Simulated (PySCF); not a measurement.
Gas-phase reaction: SiF2 + H2 = SiH2F2

Energies from PySCF, thermal terms from the rigid-rotor harmonic-oscillator model, ideal gas at 1 bar. The comparison is the NASA 1993 polynomial table, which mixes measured and estimated data. After a fit of one offset per element over all species, the range-separated, M06-2X, PBE0/def2-QZVP and CCSD(T)/def2-TZVPP enthalpies, where run, lie to one side of the table for SiF2 (-43 kJ/mol), SiH2F2 (+16 kJ/mol): a fault of the table's entry, another state or a shared error of the levels is possible; this was not checked at source. † marks an energy on the PBE0/def2-TZVP geometry and frequencies; other levels use their own. MP2 freezes the core. 6-31G* has spherical d functions here. All species are closed-shell singlets. B3LYP is the form with VWN-RPA correlation. For this reaction the table lies outside the span of B3LYP, CCSD(T), M06-2X, MP2, PBE0, r2SCAN, ωB97M-V, ωB97X-V in their largest bases here; which side is off was not settled. MP2 isn't extrapolated to the basis-set limit; its ΔH°(298 K) is -154.7 kJ in def2-SVP and -155.9 kJ in def2-TZVPP. The harmonic model lacks anharmonicity and excited electronic states, which grow with temperature; levels with a mode under 35 cm⁻¹ are left out. The table's entry may be an old estimate for SiF2, SiH2F2 (not checked at source).

```
level              ΔH°(298 K), kJ  minus table  ΔG°(2000 K), kJ
-----------------  --------------  -----------  ---------------
table                      -202.9            -             56.0
B3LYP/def2-TZVP†           -134.1         68.8            123.6
HF/6-31G*                  -168.2         34.7             94.2
MP2/def2-SVP†              -154.7         48.2            103.0
MP2/def2-TZVPP†            -155.9         47.0            101.8
PBE/def2-TZVP†             -129.5         73.4            128.2
PBE0/def2-QZVP†            -150.1         52.8            107.6
r2SCAN/def2-TZVP†          -156.8         46.1            101.0
LDA/def2-TZVP†             -153.2         49.7            104.5
```
